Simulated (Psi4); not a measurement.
Psi4 input (wB97X-D/6-31G*):

```
memory 1500 MB

molecule {
-1 1
N    -0.01145875   -0.00903780    1.39223881
C     0.01263897    0.00996867   -1.53563569
C    -0.00474267    1.12265867    0.67570418
C    -0.00625950   -1.13133635    0.66105976
C     0.00517208   -1.15387594   -0.73066420
C     0.00673140    1.16326450   -0.71560952
H    -0.00886093    2.04844858    1.25811413
H    -0.01162882   -2.06460934    1.23139120
H     0.00828127   -2.14459563   -1.19613558
H     0.01117802    2.15994364   -1.16816858
symmetry c1
no_reorient
no_com
}

set {
  basis 6-31G*
  reference rks
  scf_type pk
  dft_radial_points 99
  dft_spherical_points 590
  e_convergence 1e-8
  d_convergence 1e-7
  maxiter 150
}

e = energy('wb97x-d')
print_out(f'\nFINAL {e:.10f} DIPOLE {variable("CURRENT DIPOLE")[0]:.6f} {variable("CURRENT DIPOLE")[1]:.6f} {variable("CURRENT DIPOLE")[2]:.6f}\n')
```

### Question
What final total energy does it give?

### Answer
-247.53348 Eh.
